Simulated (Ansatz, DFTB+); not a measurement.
**A ladder of methods for C3H10NP (SMILES CP(C)(C)=N)**

C3H10NP: 15 atoms, total charge 0, spin state singlet. SMILES: `CP(C)(C)=N`. Geometry: relaxed at PBE0-D4/def2-TZVP.

Quantity: the electronic atomisation energy, in eV. The values are calculated. Electronic energies at fixed atoms, without zero-point motion or spin-orbit coupling.

```
                               level                    kind  program  value (eV)  CPU time (all runs)
                               DFTB2          semi-empirical    DFTB+       58.72            under 2 s
  SVWN5/6-31G* (spherical functions)                     LDA   Ansatz       64.16                7.3 s
    PBE/6-31G* (spherical functions)                     GGA   Ansatz       57.00                 11 s
 r2SCAN/6-31G* (spherical functions)                meta-GGA   Ansatz       55.97                 21 s
  B3LYP/6-31G* (spherical functions)           global hybrid   Ansatz       55.85                 12 s
r2SCAN0/6-31G* (spherical functions)         hybrid meta-GGA   Ansatz       55.34                 23 s
  HSE06/6-31G* (spherical functions)  range-separated hybrid   Ansatz       56.17                 14 s
 B2PLYP/6-31G* (spherical functions)           double hybrid   Ansatz       54.26                 17 s
RPA@PBE/6-31G* (spherical functions)                     RPA   Ansatz       49.90                 20 s
   CCSD/6-31G* (spherical functions)   coupled cluster or CI   Ansatz       49.93                 24 s
```

Correlated wave functions underbind in double-zeta sets. The values span 49.90 to 64.16 eV. Times are those of the runs behind each value, whatever else they computed, on shared processors of several kinds: orders of magnitude only.
